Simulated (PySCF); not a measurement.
# Unknown: peak-picked proton spectrum

Formula C2H3FO. The spectrum was simulated from the full spin Hamiltonian at 500 MHz with 1.0 Hz Lorentzian lines, from shifts rounded to 0.01 ppm and J to 0.1 Hz, couplings under 1 Hz left out.

Maxima in ppm (height), grouped by integral:
1H: 5.396 (95), 5.393 (95), 5.207 (95), 5.204 (95)
1H: 2.610 (84), 2.602 (93), 2.599 (100), 2.590 (92)
1H: 2.350 (52), 2.348 (54), 2.344 (56), 2.341 (66), 2.339 (63), 2.336 (52), 2.332 (50), 2.329 (47)

Theoretical values (PySCF 2.14): J: B3LYP/pcJ-1, σ from GIAO-KT3/pcSseg-2, PBE0-D3(BJ)/def2-SVP structure. No solvent model, non-relativistic, a single conformation.

Chemical shifts δ = σref − σ; 1H (σref 31.35) vs TMS, all at this level.

Problem. Analyse the multiplets.

Solution. 1H NMR (500 MHz, computed): δ 5.30 (dd, J = 94.5, 1.5 Hz, 1H), 2.60 (dd, J = 5.7, 4.2 Hz, 1H), 2.34 (ddd, J = 5.7, 3.4, 1.5 Hz, 1H). These are first-order names from the parameters used; overlap and second-order distortion can hide them in the list.

Problem. What is the compound?

Solution. `F[C@H]1CO1`.

Numbering as in the mapped SMILES `[F:1][C@H:2]1[CH2:3][O:4]1` (H(Xn): hydrogen on atom n). Ha(C3) is cis to F1 on the ring; Hb(C3) is trans to F1 on the ring.

1. δ 5.30: H(C2), hydrogen on an epoxide ring carbon, coupled to F1 (94.5 Hz), Hb(C3) (1.5 Hz).
2. δ 2.60: Ha(C3), hydrogen on an epoxide ring carbon, coupled to Hb(C3) (5.7 Hz), F1 (4.2 Hz).
3. δ 2.34: Hb(C3), hydrogen on an epoxide ring carbon, coupled to Ha(C3) (5.7 Hz), F1 (3.4 Hz), H(C2) (1.5 Hz).

Splittings below 1 Hz are ignored in the labels, and close J values are merged. Unscaled 3J(H,H) at this level run about 10 % above measured values.
